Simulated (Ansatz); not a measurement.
Run this with the Ansatz DFT code, driven from Python and show what comes out.

`psi_x2c.py`:
```python
# -*- coding: utf-8 -*-
"""Scalar relativity in PSi(+)."""

import ansatz as az
import numpy as np

GEOMETRY = """
Si    0.00000    0.00000    0.00000
P     0.00000    0.00000    2.28000
"""


def main():
    system = az.Crystal.molecule()
    for line in GEOMETRY.strip().splitlines():
        symbol, *xyz = line.split()
        system = system.atom(symbol, [float(v) for v in xyz])

    calculation = (
        system.calculation()
        .functional("HF")
        .charge(1)
        .spin("collinear", total=2)
        .accuracy("high")  # preset for grids and thresholds
        .scf(lower_state_search="light")
        .forces()
    )
    # a set contracted for a scalar-relativistic Hamiltonian goes with the relativistic run
    sets = {"none": "cc-pVTZ", "scalar": "cc-pVTZ-DK"}
    found = {kind: calculation.basis(gaussian=basis).pseudopotentials(relativity=kind).run(threads=1).report for kind, basis in sets.items()}
    for kind, each in found.items():
        dipole = 4.803205 * np.linalg.norm(each["charge_distribution"]["dipole_moment_e_ang"])
        print(f"{kind:7s} E = {each['free_energy_ev']:.4f} eV  dipole {dipole:.3f} D  largest force {np.abs(each['forces_ev_ang']).max():.4f} eV/A")
    print(f"relativity lowers the total energy by {found['none']['free_energy_ev'] - found['scalar']['free_energy_ev']:.3f} eV")


if __name__ == "__main__":
    main()
```

```console
$ python psi_x2c.py
none    E = -17125.4282 eV  dipole 2.459 D  largest force 0.9166 eV/A
scalar  E = -17164.0172 eV  dipole 2.457 D  largest force 0.9133 eV/A
relativity lowers the total energy by 38.589 eV
```

Reading the output:
- The settings weren't tested for convergence.
- The geometry is a force-field or estimated start, not a minimum of this method. The basis set changes with the Hamiltonian (a set recontracted for scalar relativity), and most of the change in the total lies in the cores.
- The species is open-shell (spin multiplicity 3).
- An ion's dipole depends on the origin; the program takes it about the centre of nuclear charge.
- The spin state was assumed, and another may lie lower.
- Run time: 11 s on 1 thread of Arm Neoverse V2 (shared host), peak memory 0.24 GiB.
